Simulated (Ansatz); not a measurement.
Compare A (`C/N=N\C`) with its isomer B (`CC(=N)N`).

Isolated molecules relaxed with PBE0-D4/def2-TZVP in Ansatz; ΔE leaves out vibrations. CCSD(T)/CBS is the MP2 limit (def2-TZVPP, def2-QZVPP) plus CCSD(T) − MP2 in def2-TZVPP, frozen cores. This one scheme is used for every species. DFT in def2-TZVPP. B3LYP here is the variant with VWN-RPA as its local correlation; programs differ in this. One conformer a species, not always the lowest.

(1) Which isomer does CCSD(T)/CBS put lower? Give the gap. (Estimate.)

(2) Give E(B) − E(A) in kJ/mol with CCSD(T)/def2-SVP, PBE-D4, ωB97M-V, B3LYP, PBE0-D4, LDA (SPW92), B3LYP-D4. (Best estimate.)

(3) Does the order hold for the free energy at 298.15 K (harmonic terms from PBE0-D4)? (Best estimate.)

Largest T1 diagnostic: 0.012.

Answers

(1) The calculation gave: B, by 188.8 kJ/mol.

(2) Computed: CCSD(T)/def2-SVP -179.0, PBE-D4 -184.2, ωB97M-V -194.4, B3LYP -190.7, PBE0-D4 -195.7, LDA (SPW92) -200.1, B3LYP-D4 -190.9. None reverses the order clearly.

(3) Computed: Yes: G(B) − G(A) = -183.5 kJ/mol, for one conformer each.

From PBE to PBE0 (25 % exact exchange), in def2-TZVPP and without D4, E(B) − E(A) moves by −11.5 kJ/mol. Leaving LDA and LC-ωPBE aside and taking each functional with its dispersion term where it has one, the values, not all of them listed here, spread over 25.4 kJ/mol, from r2SCAN0-D4 to revPBE-D4. LDA lies −16.1 kJ/mol from PBE without D4.
